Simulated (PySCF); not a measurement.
Compound: C2H4O (triplet state).
Geometry (GFN2-xTB, Å), atoms numbered from 1 in this order:
```
atom  x, y, z in Å
C1     1.5327   -0.0685    0.5380
O2     0.2881   -0.3625    0.8617
C3    -0.7879    0.1848    0.0906
H4     2.1618   -0.6998   -0.0663
H5    -1.7048   -0.2249    0.5093
H6    -0.7961    1.2751    0.1710
H7    -0.6905   -0.0994   -0.9605
```

As a line formula: `[CH]OC` [triplet].

Level of theory: UKS B3LYP, pcH-1 on C H O, non-relativistic, mean-field spin-orbit, GIAO in PySCF. Isolated species at its GFN2-xTB geometry, gas phase. This triplet need not be the ground state; the singlet was not compared here. The geometry wasn't refined by DFT: couplings that depend on bond lengths, twists or pyramidal angles can differ widely from those at the functional's own minimum.

(1) Match the computed a_iso(13C) values +304.9, +50.5 MHz with the sites C1; C3.

(2) Match the computed a_iso(1H) values +88.6, +2.7 MHz (means over equivalent nuclei) with the sites H4; H5/H6/H7.

Results:

(1) 
```csv
site,a_iso (MHz),ρ(0) (bohr⁻³),position,distance from C1 (Å),spin population,largest |T| (MHz)
C1,+304.9,+0.5425,largest spin population,0.00,+1.73,71.9
C3,+50.5,+0.0899,2 bonds from C1,2.38,+0.03,7.6
```

(2) 
```csv
site,a_iso (MHz),ρ(0) (bohr⁻³),position,distance from C1 (Å),bound to,spin population there,largest |T| (MHz)
H4,+88.6,+0.0397,1 bond from C1,1.08,C1,+1.73,34.7
H5/H6/H7,+2.7,+0.0012,3 bonds from C1,2.88,C3,+0.03,7.2
```

ρ(0) is the spin density at the nucleus and T the dipolar tensor; entries for several nuclei are means. Largest spin populations (Mulliken): C1 (+1.73) and O2 (+0.16).

Class means assume fast exchange of nuclei equivalent by connectivity; if that motion is slow, each nucleus keeps its own coupling. The three 1H nuclei of mean +2.7 MHz run from -0.7 to 4.7 MHz in the frozen geometry.
